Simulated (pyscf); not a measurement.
PySCF, gas phase, ωB97X-D3(BJ)/def2-SVP geometries. Correlated levels are frozen-core, on RHF or UHF. ΔMP2 is the change of the MP2 total energy from the triple- to the quadruple-zeta basis.

Estimate the classical barrier height and the reaction energy of `[F][SiH2][F]` + `[OH2]` → `[FH]` + `[OH][SiH2][F]` at CCSD(T)/def2-TZVPP + ΔMP2(QZVPP). The step runs on the singlet surface, breaks F–Si, H–O and forms F–H, O–Si; take the separated reactants as zero.

ΔE‡ = 100.1 kJ/mol, ΔE = +38.6 kJ/mol. Zero-point energy shifts the barrier by +2.3 kJ/mol. It is a four-centre exchange, with an imaginary mode of 732i cm⁻¹. On the reactant side the descent ends in a complex (not fully relaxed), 17.6 kJ/mol under the separated species and 103.1 kJ/mol under the saddle at ωB97X-D3(BJ)/def2-TZVP. On the product side the descent ends in a complex, 26.3 kJ/mol under the separated species and 74.2 kJ/mol under the saddle at ωB97X-D3(BJ)/def2-TZVP. At ωB97X-D3(BJ) the barrier from the zero used here is 85.5 kJ/mol. One saddle was located; it need not be the lowest between these sides. The CCSD(T) − MP2 part came from Ansatz, without density fitting, on the same reference.
